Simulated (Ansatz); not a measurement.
# SiGe, triplet: the ladder up to UCCSDT(Q)

Geometry: that of the SiGe⁻, doublet, kept fixed.

```xyz
2

Si    0.0000    0.0000    0.0000
Ge    0.0000    0.0000    2.2277
```

Basis aug-cc-pVDZ; Ansatz 0.2.0. Only valence electrons are correlated (noble-gas cores and the filled d shells of p-block atoms frozen), which leaves 8 electrons in 44 orbitals. Prefix R: restricted or restricted open-shell reference; prefix U: unrestricted. No spin–orbit coupling is included, and no scalar relativity.

Full CI isn't at hand for all of this; UCCSDT(Q) serves as the reference, and is uncertain by the last step of the cluster series or more.

Coupled cluster chose its determinant by a search with trial CCSD, here up to 0.55 eV above the lowest Hartree–Fock solution of its kind.

```
UHF ⟨S²⟩                            : 2.015
⟨S²⟩ of the determinant under UCCSD : 2.023
T1 diagnostic (RCCSD)               : 0.0256
largest doubles amplitude (RCCSD)   : 0.110
T1 diagnostic (UCCSD)               : 0.0234
```

Problem. From what is known of these methods and the diagnostics, rank them by the size of their error in total energy against UCCSDT(Q) in aug-cc-pVDZ, smallest first (an estimate: the text doesn't fix the numbers).
A. UCCSD(T)
B. UCCSDT
C. UCCSD

Solution. B (3.1 kJ/mol), A (7.2 kJ/mol), C (36.4 kJ/mol).

All errors are against UCCSDT(Q) in aug-cc-pVDZ. Within each family the higher level lies nearer, as is usual though not guaranteed.
